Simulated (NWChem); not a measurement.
ammonia (NH$_{3}$); SMILES N

Question: Give the equilibrium geometry at PBE0/def2-SVP (NWChem) as a Z-matrix, with the point group.

Answer: point group C3v; any orientation.
```
N
H 1 1.0198
H 1 1.0198 2 105.26
H 1 1.0198 2 105.26 3 -110.93
```
